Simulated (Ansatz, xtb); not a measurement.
**Relative energy of two structures of CH2NNa**

We compare X, `C=[N][Na]`, a singlet, with Y, a singlet given by its coordinates. Both are isolated molecules in the gas phase, relaxed with B3LYP-D3(BJ)/def2-SVP.

X (Å):

```xyz
5

C    -0.1930    0.0323    2.3962
N     0.7514   -0.6579    1.9537
Na    2.0803   -1.3603    0.5054
H    -0.8078    0.7686    1.8029
H    -0.5419   -0.0087    3.4692
```

Y (Å):

```json
{"atom": "C", "x (Å)": "0.7690", "y (Å)": "-0.4424", "z (Å)": "2.4010"}
{"atom": "N", "x (Å)": "-0.3052", "y (Å)": "-0.0470", "z (Å)": "1.7765"}
{"atom": "Na", "x (Å)": "1.1780", "y (Å)": "-0.5480", "z (Å)": "0.1960"}
{"atom": "H", "x (Å)": "-1.0988", "y (Å)": "0.2254", "z (Å)": "2.3847"}
{"atom": "H", "x (Å)": "0.7092", "y (Å)": "-0.4416", "z (Å)": "3.5212"}
```

Close contacts (Å): C1–N2 1.30, C1–Na3 2.25, N2–Na3 2.22, C1–H5 1.12, N2–H4 1.04.

Energies in hartree; the thermal terms are from B3LYP-D3(BJ)/def2-SVP harmonic frequencies (ideal gas, rigid rotor, one conformer each, 298.15 K, 1 atm) and include the zero-point energy:

```
                                X           Y
E, CCSD(T)/def2-TZVPP  −255.902160  −255.895188
    zero-point energy     0.026641     0.028247
         H(298 K) − E     0.032103     0.033043
         G(298 K) − E     0.000467     0.002858
```

Work out ΔE, ΔE₀, ΔH and ΔG for X → Y in kJ/mol (1 Eh = 2625.50 kJ/mol) and the equilibrium ratio [Y]/[X].

1. ΔE = −255.895188 − (−255.902160) = +0.006972 Eh = +18.30 kJ/mol.
2. ΔE₀ = ΔE + ΔZPE = +0.006972 + (+0.001606) Eh = +22.52 kJ/mol.
3. ΔH = ΔE + (+0.000940) Eh = +20.77 kJ/mol.
4. ΔG = ΔE + (+0.002391) Eh = +24.58 kJ/mol, so ΔS = (ΔH − ΔG)/T = −12.8 J/(mol K).
5. kT = 0.9442 mEh, so K = [Y]/[X] = exp(−ΔG/kT) = exp(−9.92) ≈ 4.9 × 10^−5.

Structure X is favoured at this temperature. An error of 4 kJ/mol in ΔG would change K by a factor of 5. Mirror images and further conformers aren't counted.

Other levels gave ΔE = +37.9 (GFN2-xTB); +54.8 (HF/STO-3G, GFN2-xTB geometries); +21.0 (r2SCAN-D4/def2-SVP, GFN2-xTB geometries); +28.9 (B3LYP-D3(BJ)/def2-SVP); +19.9 (HF/def2-TZVPP); +24.9 (MP2/def2-TZVPP) kJ/mol. The correlated steps freeze 3 core orbitals; the last core shell of Na is correlated, in a basis made for valence electrons. Programs: Ansatz 0.2.0, xtb 6.7.1.
